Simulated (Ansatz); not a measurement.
CsCl-type TlBr was calculated with PBE0+SOC in Ansatz (PAW).

Run with plane-wave cutoff 460 eV, 6×6×6 k mesh, Fermi–Dirac smearing 0.01 eV, PAW data made under PBE.

The cell has the measured lattice: a = 3.980 Å, b = 3.980 Å, c = 3.980 Å, α = 90.00°, β = 90.00°, γ = 90.00°.

What does this level give for the band gap, smallest direct gap on the k points sampled and direct gap at Γ?


band gap: 2.55 eV (on the SCF k mesh) (indirect)
smallest direct gap on the k points sampled: 2.95 eV
direct gap at Γ: 8.93 eV

Note: cell and atoms aren't relaxed at this level (pressure 0.7 GPa).

Ansatz is a first-principles code.
